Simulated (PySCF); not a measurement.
PySCF input for hydrogen isocyanide (CHN), SMILES [C-]#[NH+], TDA-ωB97X/def2-TZVPD. Geometry: B3LYP-D3(BJ)/def2-TZVPD.

```python
import numpy as np
from pyscf import gto, scf, dft, tdscf

mol = gto.M(
    atom='''
    C     0.00000000    0.00000000    0.73650414
    N     0.00000000    0.00000000   -0.42765133
    H     0.00000000    0.00000000   -1.42546557
    ''',
    basis='def2-TZVPD',
    charge=0,
    spin=0,
    symmetry=True,
    symmetry_subgroup='C2v',
    max_memory=1600,
    verbose=4,
)
mf = dft.RKS(mol, xc='wb97x').density_fit(auxbasis='def2-universal-jkfit')
mf.grids.level = 3
mf.conv_tol = 1e-9
mf.max_cycle = 100
mf.kernel()
mf.grids = dft.Grids(mol).set(level=1).build(with_non0tab=True)  # coarser grid for the response kernel
td = tdscf.TDA(mf)
td.singlet = True
td.nstates = 10
td.conv_tol = 1e-4
td.positive_eig_threshold = 1e-6
td.kernel(x0=td.get_init_guess(mf, 15))
td.analyze()
tt = tdscf.TDA(mf)
tt.singlet = False
tt.nstates = 4
tt.conv_tol = 1e-4
tt.positive_eig_threshold = 1e-6
tt.kernel(x0=tt.get_init_guess(mf, 9))
tt.analyze(verbose=3)
```

It prints:

```
PySCF version 2.14.0

[INPUT] verbose = 4
[INPUT] num. atoms = 3
[INPUT] num. electrons = 14
[INPUT] charge = 0
[INPUT] spin (= nelec alpha-beta = 2S) = 0
[INPUT] symmetry True subgroup C2v
[INPUT] Mole.unit = angstrom
[INPUT] Symbol           X                Y                Z      unit          X                Y                Z       unit  Magmom
[INPUT]  1 C      0.000000000000   0.000000000000   0.736504140000 AA    0.000000000000   0.000000000000   1.391791114208 Bohr   0.0
[INPUT]  2 N      0.000000000000   0.000000000000  -0.427651330000 AA    0.000000000000   0.000000000000  -0.808143890506 Bohr   0.0
[INPUT]  3 H      0.000000000000   0.000000000000  -1.425465570000 AA    0.000000000000   0.000000000000  -2.693739527297 Bohr   0.0

nuclear repulsion = 24.2724253881817
point group symmetry = Coov, use subgroup C2v
symmetry origin: [ 0.00000000e+00  0.00000000e+00 -5.39921755e-09]
symmetry axis x: [1. 0. 0.]
symmetry axis y: [0. 1. 0.]
symmetry axis z: [0. 0. 1.]
num. orbitals of irrep A1 = 39
num. orbitals of irrep A2 = 8
num. orbitals of irrep B1 = 18
num. orbitals of irrep B2 = 18
number of shells = 31
number of NR pGTOs = 115
number of NR cGTOs = 83
basis = def2-TZVPD
ecp = {}


[settings echo left out]
init E= -93.4948472552537
HOMO (A1) = -0.358344026657434  LUMO (B1) = 0.0161718217175963  gap/eV = 10.19110
cycle= 1 E= -93.4028447552932  delta_E= 0.092  |g|= 0.185  |ddm|= 1.33
HOMO (A1) = -0.417843429514946  LUMO (A1) = 0.0770965912754491  gap/eV = 13.46800
cycle= 2 E= -93.4105086330298  delta_E= -0.00766  |g|= 0.0654  |ddm|= 0.223
HOMO (A1) = -0.436961067956169  LUMO (A1) = 0.0804539159463928  gap/eV = 14.07958
cycle= 3 E= -93.4113236813021  delta_E= -0.000815  |g|= 0.0228  |ddm|= 0.0489
HOMO (A1) = -0.436444368881787  LUMO (A1) = 0.0820273750088205  gap/eV = 14.10833
cycle= 4 E= -93.4114119151149  delta_E= -8.82e-05  |g|= 0.0118  |ddm|= 0.0208
HOMO (A1) = -0.434568751962949  LUMO (A1) = 0.0814540905454493  gap/eV = 14.04170
cycle= 5 E= -93.411442286607  delta_E= -3.04e-05  |g|= 0.00282  |ddm|= 0.00731
HOMO (A1) = -0.435247163229128  LUMO (A1) = 0.0813778585993248  gap/eV = 14.05808
cycle= 6 E= -93.4114449146552  delta_E= -2.63e-06  |g|= 0.000274  |ddm|= 0.00406
HOMO (A1) = -0.435227299231812  LUMO (A1) = 0.0813405004474532  gap/eV = 14.05653
cycle= 7 E= -93.4114449832164  delta_E= -6.86e-08  |g|= 5.27e-05  |ddm|= 0.000985
HOMO (A1) = -0.435246128010476  LUMO (A1) = 0.0813392670651965  gap/eV = 14.05700
cycle= 8 E= -93.4114449846383  delta_E= -1.42e-09  |g|= 4.73e-06  |ddm|= 0.000195
HOMO (A1) = -0.435246134644871  LUMO (A1) = 0.0813390644495513  gap/eV = 14.05700
cycle= 9 E= -93.4114449846555  delta_E= -1.72e-11  |g|= 8.93e-07  |ddm|= 3.57e-05
HOMO (A1) = -0.435246421260061  LUMO (A1) = 0.0813390449242064  gap/eV = 14.05701
Extra cycle  E= -93.4114449846559  delta_E= -3.98e-13  |g|= 5.56e-07  |ddm|= 4.54e-06
converged SCF energy = -93.4114449846559
tot grids = 12776
Overwritten attributes  positive_eig_threshold  of <class 'pyscf.tdscf.rks.TDA'>


******** <class 'pyscf.tdscf.rks.TDA'> for <class 'pyscf.df.df_jk.DFSymAdaptedRKS'> ********
nstates = 10 singlet
deg_eia_thresh = 1.000e-03
wfnsym = None
conv_tol = 0.0001
eigh lindep = 1e-12
eigh level_shift = 0
eigh max_cycle = 100


Excitation energies (eV)
[ 8.50949764  8.50949764  8.52676446  8.81666963  8.81676897  9.79399732
 10.11827213 10.31331989 10.31331989 11.5459164 ]

** Singlet excitation energies and oscillator strengths **
Excited State   1:   B1      8.50950 eV    145.70 nm  f=0.1178
       7 -> 9        -0.69546
Excited State   2:   B2      8.50950 eV    145.70 nm  f=0.1178
       7 -> 10       -0.69546
Excited State   3:   A2      8.52676 eV    145.41 nm  f=0.0000
       5 -> 10        0.49256
       6 -> 9        -0.49256
Excited State   4:   A2      8.81667 eV    140.62 nm  f=0.0000
       5 -> 10       -0.49432
       6 -> 9        -0.49432
Excited State   5:   A1      8.81677 eV    140.62 nm  f=0.0000
       5 -> 9         0.49432
       6 -> 10       -0.49432
Excited State   6:   A1      9.79400 eV    126.59 nm  f=0.0009
       7 -> 8        -0.64425
       7 -> 11       -0.23811
Excited State   7:   A1     10.11827 eV    122.53 nm  f=0.2134
       7 -> 8        -0.24433
       7 -> 11        0.64944
Excited State   8:   B1     10.31332 eV    120.22 nm  f=0.0439
       5 -> 8         0.68915
       5 -> 17        0.11098
Excited State   9:   B2     10.31332 eV    120.22 nm  f=0.0439
       6 -> 8        -0.68915
       6 -> 17       -0.11098
Excited State  10:   B1     11.54592 eV    107.38 nm  f=0.0962
       5 -> 11        0.63813
       5 -> 12        0.26573

** Transition electric dipole moments (AU) **
state          X           Y           Z        Dip. S.      Osc.
  1        -0.7517     -0.0000      0.0000      0.5651      0.1178
  2        -0.0000     -0.7517     -0.0000      0.5651      0.1178
  3        -0.0000     -0.0000      0.0000      0.0000      0.0000
  4        -0.0000     -0.0000     -0.0000      0.0000      0.0000
  5         0.0000     -0.0000     -0.0000      0.0000      0.0000
  6        -0.0000      0.0000     -0.0598      0.0036      0.0009
  7         0.0000     -0.0000      0.9277      0.8607      0.2134
  8         0.4169     -0.0000      0.0000      0.1738      0.0439
  9         0.0000     -0.4169      0.0000      0.1738      0.0439
 10         0.5830     -0.0000     -0.0000      0.3399      0.0962

** Transition velocity dipole moments (imaginary part, AU) **
state          X           Y           Z        Dip. S.      Osc.
  1        -0.0653     -0.0000      0.0000      0.0043      0.0091
  2        -0.0000     -0.0653     -0.0000      0.0043      0.0091
  3        -0.0000     -0.0000     -0.0000      0.0000      0.0000
  4        -0.0000      0.0000     -0.0000      0.0000      0.0000
  5        -0.0000     -0.0000     -0.0000      0.0000      0.0000
  6        -0.0000      0.0000     -0.0227      0.0005      0.0010
  7         0.0000     -0.0000      0.3333      0.1111      0.1991
  8         0.1741     -0.0000      0.0000      0.0303      0.0533
  9         0.0000     -0.1741      0.0000      0.0303      0.0533
 10         0.2091     -0.0000     -0.0000      0.0437      0.0687

** Transition magnetic dipole moments (imaginary part, AU) **
state          X           Y           Z
  1         0.0000      1.3463      0.0000
  2        -1.3462     -0.0000      0.0000
  3        -0.0000      0.0000     -0.0000
  4        -0.0000     -0.0000      0.0000
  5         0.0000     -0.0000     -0.0000
  6        -0.0000     -0.0000      0.0000
  7        -0.0000     -0.0000     -0.0000
  8         0.0000      0.0151      0.0000
  9         0.0151      0.0000     -0.0000
 10         0.0000     -0.0817      0.0000


******** <class 'pyscf.tdscf.rks.TDA'> for <class 'pyscf.df.df_jk.DFSymAdaptedRKS'> ********
nstates = 4 triplet
deg_eia_thresh = 1.000e-03
wfnsym = None
conv_tol = 0.0001
eigh lindep = 1e-12
eigh level_shift = 0
eigh max_cycle = 100


Excitation energies (eV)
[6.09613801 6.09613802 7.21849098 7.8459569 ]

** Triplet excitation energies and oscillator strengths **
Excited State   1:   B1      6.09614 eV    203.38 nm  f=0.0000
Excited State   2:   B2      6.09614 eV    203.38 nm  f=0.0000
Excited State   3:   A1      7.21849 eV    171.76 nm  f=0.0000
Excited State   4:   A2      7.84596 eV    158.02 nm  f=0.0000
```

The run converged.
